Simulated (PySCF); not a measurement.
# C3HN (Isoyanoacetylene): the cost of one run

Computed with PySCF 2.14.0, with density-fitted response routines of our own, on a single molecule in the gas phase. Atoms are numbered from 0 throughout.

### 1 Starting geometry

5 atoms, charge 0, multiplicity 1; geometry from: MMFF94s. The atoms were then displaced at random by about 0.03 Å, so the start is not that level's minimum.

Bonds of the start (Å): C0–N1 1.24, N1–C2 1.50, C2–C3 1.06, C3–H4 1.16.

### 2 Geometry optimisation at PBE0-D3(BJ)/def2-SVP

Job settings and geometry (Å):

```
{"job": {"xc": "PBE0", "basis": "def2-SVP", "d3": "d3bj", "grid": 1, "shake": 0.03, "kind": "geom"}, "charge": 0, "multiplicity": 1}
C      2.347870    -0.151340    -0.988880
N      1.202560    -0.053400    -0.528560
C     -0.175800    -0.003200     0.051560
C     -1.110300     0.046280     0.558740
H     -2.189490     0.051180     0.973880
```

The run is started by

```sh
$ OMP_NUM_THREADS=1 python probes_run.py task.json out
```

This one command runs all jobs of the session in turn.

Q: Estimate the wall time and peak memory of this first job on 1 thread of Arm Neoverse N1, shared host.

About 12 s, with a peak of 0.28 GiB.
